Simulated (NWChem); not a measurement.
# doublet OH at 6 levels

Wanted: a comparison of 6 runs (UHF/STO-3G, UHF/3-21G, UB3LYP/6-31G*, UB3LYP/aug-cc-pVTZ, UCAM-B3LYP/aug-cc-pVTZ, UCR-CCSD(T)/aug-cc-pVTZ) of doublet OH. 

The calculation is run with NWChem 7.3.0.

## (1) Starting point

OH has 2 atoms, charge 0, and is taken as a doublet. SMILES of the parent species: `[OH-]`. Geometry: relaxed at PBE0-D4/def2-TZVPD. That shape belongs to the parent species and isn't relaxed for this state.

Bond lengths: O1–H2 0.964 Å.

## (2) The energy at UHF/STO-3G (run 1)

Contents of run.py:

```python
from ase import Atoms
from ase.calculators.nwchem import NWChem

system = Atoms(['O', 'H'], positions=[
    [0.411800, -0.131800, 0.212500],
    [-0.411800, 0.131800, -0.212500],
])

calc = NWChem(
    label='ho',
    theory='scf',
    memory='2200 mb',
    basis='STO-3G',
    basispar='spherical bse',
    scf={'nopen': '1', 'uhf': None, 'thresh': '1e-08', 'maxiter': '80'},
    task='energy',
)
system.calc = calc

print("Total energy (eV):", round(system.get_potential_energy(), 6))
```

Launch:

```console
$ export ASE_NWCHEM_COMMAND="nwchem PREFIX.nwi > PREFIX.nwo"
$ python run.py
```

Standard output:

```text
Total energy (eV): -2023.491291
```

The calculator wrote ho.nwi:

```
title "ho"

permanent_dir ho

scratch_dir ho

start ho

geometry units angstrom nocenter noautosym noautoz
  O  4.1180000000000000e-01 -1.3180000000000000e-01 2.1249999999999999e-01
  H  -4.1180000000000000e-01 1.3180000000000000e-01 -2.1249999999999999e-01
end

memory 2200 mb

basis spherical bse noprint
   * library STO-3G
end

scf
  nopen 1
  uhf
  thresh 1e-08
  maxiter 80
end

task scf energy
```

ho.nwo:

```text
Northwest Computational Chemistry Package (NWChem) 7.3.0
             --------------------------------------------------------

           Job information
           ---------------

    nwchem branch   = 7.3.0
    use scalapack   = T
    input           = ho.nwi
    prefix          = ho.
    data base       = ho/ho.db
    status          = startup
    nproc           =        1

           Memory information
           ------------------

[... 5 lines left out ...]
    hardfail = no
[... 92 lines left out ...]
 1-e energy   =    -111.932950
[... 9 lines left out ...]
 Convergence threshold     :          1.000E-08
[... 16 lines left out ...]
      One electron energy =   -112.154824324282
[... 9 lines left out ...]
          Final alpha eigenvalues
[... 60 lines left out ...]
                     UHF Final Beta Molecular Orbital Analysis
[... 80 lines left out ...]
       Multipole analysis of the density wrt the origin
       ------------------------------------------------

     L   x y z        total         alpha         beta         nuclear
     -   - - -        -----         -----         ----         -------
     0   0 0 0     -0.000000     -5.000000     -4.000000      9.000000

     1   1 0 0     -0.432418     -3.364310     -2.515433      5.447324
[... 8 lines of this table left out ...]
     2   0 0 2     -3.529736     -2.932357     -2.048681      1.451303

 Task  times  cpu:        0.0s     wall:        0.0s
 Total times  cpu:        0.1s     wall:        0.1s
```

Wall time 1.4 s (1 thread of Intel Xeon Platinum 8259CL at 2.50GHz (Skylake/Cascade Lake), shared host); peak memory 0.099 GiB.

## (3) The energy at UHF/3-21G (run 2)

Contents of run.nw:

```
start run
title "HO"
memory stack 880 mb heap 220 mb global 1100 mb
geometry units angstrom noautosym nocenter noautoz
  O      0.411800    -0.131800     0.212500
  H     -0.411800     0.131800    -0.212500
end
basis "ao basis" spherical bse
  O library 3-21G
  H library 3-21G
end
scf
  doublet
  uhf
  thresh 1e-08
  maxiter 80
end
task scf energy
```

Launch:

```console
$ nwchem run.nw > run.out
```

Standard output:

```text
[...]
  functions       =    11
[...]
  wavefunction    = UHF
[...]
         Total SCF energy =    -74.969794996217
      One electron energy =   -112.326096881161
      Two electron energy =     32.962734526834
 Nuclear repulsion energy =      4.393567358110
                       Sz =      0.5000
                 Sz(Sz+1) =      0.7500
                      S^2 =      0.7530
[...]
```

Run time: 0.69 s. Hardware: 1 thread of Intel Xeon Platinum 8259CL at 2.50GHz (Skylake/Cascade Lake), shared host; peak memory 0.099 GiB.

Runs 3 to 5 aren't shown in full; the table further down has their settings and results.

## (4) A single-point energy at UCR-CCSD(T)/aug-cc-pVTZ (run 6)

Contents of sp.nw:

```
start sp
memory 2200 mb
charge 0
geometry units angstrom noautosym nocenter noautoz
O      0.411800    -0.131800     0.212500
H     -0.411800     0.131800    -0.212500
end
basis spherical bse
* library aug-cc-pVTZ
end
scf
nopen 1
uhf
thresh 1e-08
maxiter 80
print medium
end
tce
scf
cr-ccsd(t)
freeze core 1
maxiter 60
end
task tce energy
```

Launch:

```console
$ nwchem sp.nw > sp.out
```

Standard output:

```text
[...]
  functions       =    69
[...]
  wavefunction    = UHF
[...]
         Total SCF energy =    -75.421825079100
      One electron energy =   -112.702841699807
      Two electron energy =     32.887449262597
 Nuclear repulsion energy =      4.393567358110
                       Sz =      0.5000
                 Sz(Sz+1) =      0.7500
                      S^2 =      0.7570
[...]
         Wavefunction type : Unrestricted Hartree-Fock
          No. of electrons :     9
[...]
         Spin multiplicity : doublet
[...]
 CCSD total energy / hartree       =       -75.639650898746908
[...]
 CR-CCSD[T] total energy / hartree       =       -75.645063029845829
[...]
 CR-CCSD(T) total energy / hartree       =       -75.644883225140404
[...]
```

Wall time 42 s (1 thread of Intel Xeon Platinum 8259CL at 2.50GHz (Skylake/Cascade Lake), shared host); peak memory 0.77 GiB.

## (5) Overview of the runs

```csv
run,level,Cartesian functions,iteration cap,energy (Eh),dipole moment (D),HOMO energy (eV),LUMO energy (eV),wall time
1,UHF/STO-3G,no,80,-74.361934,1.29,-10.29,9.79,1.4 s
2,UHF/3-21G,no,80,-74.969795,1.99,-13.11,4.79,0.69 s
3,UB3LYP/6-31G* (Cartesian functions),yes,100,-75.723120,1.75,-8.24,-4.20,3.9 s
4,UB3LYP/aug-cc-pVTZ,no,100,-75.768474,1.64,-9.02,-5.05,13 s
5,UCAM-B3LYP/aug-cc-pVTZ,no,100,-75.742425,1.67,-10.89,-3.30,25 s
6,UCR-CCSD(T)/aug-cc-pVTZ,no,80,-75.644883,–,-13.99,0.81,42 s
```

## (6) What came out

```
                                                         quantity         value
                                              run 6: total energy  -75.64488 Eh
run 6: HOMO energy (Hartree–Fock orbitals) (highest over α and β)     -13.99 eV
 run 6: LUMO energy (Hartree–Fock orbitals) (lowest over α and β)       0.81 eV
                run 6: correlation energy (1 core orbital frozen)    -223.1 mEh
                         run 6: ⟨S²⟩ of the reference determinant         0.757
```

**Reading.** Over runs 1, 2, 3, 4, 5 the dipole moment (its size) runs from 1.29 D (UHF/STO-3G) to 1.99 D (UHF/3-21G). Totals of different functionals can't be ranked against each other. In run 1 the basis is minimal, so the values are rough. All runs together took 86 s, the longest 42 s.
